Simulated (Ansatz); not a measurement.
Geometry optimisation, UKS PBE-D4/def2-SVP in Ansatz.

Input:

```yaml
crystal:
  periodic: [false, false, false]
  atoms:
    - { symbol: Si, position_ang: [0.019755, 0.0, -0.074145] }
    - { symbol: H, position_ang: [0.139703, -1.0e-06, 1.40165] }
    - { symbol: H, position_ang: [1.405463, 0.0, -0.652069] }
    - { symbol: H, position_ang: [-0.725108, 1.232341, -0.496825] }
    - { symbol: H, position_ang: [-0.725108, -1.232341, -0.496827] }
    - { symbol: Cl, position_ang: [-0.113304, 1.0e-06, 3.949616] }
magnetization:
  spin_polarized: true
  initial_magnetization: 1
basis:
  gaussian: { orbitals: def2-SVP }
hamiltonian:
  xc: pbe
  dispersion: d4
relax:
  f_tol: 0.03
  max_steps: 50
```

Run as:

```bash
$ ansatz run input.yaml --threads 1 --pin off --max-ram 2048MiB --backend cpu --events-out ev --progress --plain --runs-dir out
```

**Question.** Where does it end, and by what steps?

**Answer.** The run converged. After 11 steps the energy has fallen by 0.559 eV; Cl6 moved furthest, 0.66 Å. Parted: Si1–H2 (1.48 → 2.12 Å). Joined: H2–Cl6 (2.56 → 1.36 Å).

```tsv
step	energy less start (eV)	largest force component (eV/Å)	accepted
0	0.0000	0.902	yes
1	-0.0459	0.571	yes
2	-0.1557	0.485	yes
3	-0.2847	0.617	yes
4	-0.4383	0.498	yes
5	-0.3785	2.351	no
6	-0.4780	0.638	yes
7	-0.5363	0.161	yes
8	-0.5527	0.115	yes
9	-0.5514	0.478	no
10	-0.5567	0.054	yes
11	-0.5587	0.009	yes
```

```xyz
6
Properties=species:S:1:pos:R:3
Si 0.063 0.000 -0.110
H 0.211 0.000 2.009
H 1.394 0.000 -0.805
H -0.727 1.247 -0.380
H -0.727 -1.247 -0.380
Cl -0.212 0.000 3.297
```

Whether the end is a true minimum wasn't checked by a vibrational analysis.

The run took 26 s on 1 thread of Arm Neoverse V2, with other jobs on the host, peak memory 0.13 GiB.
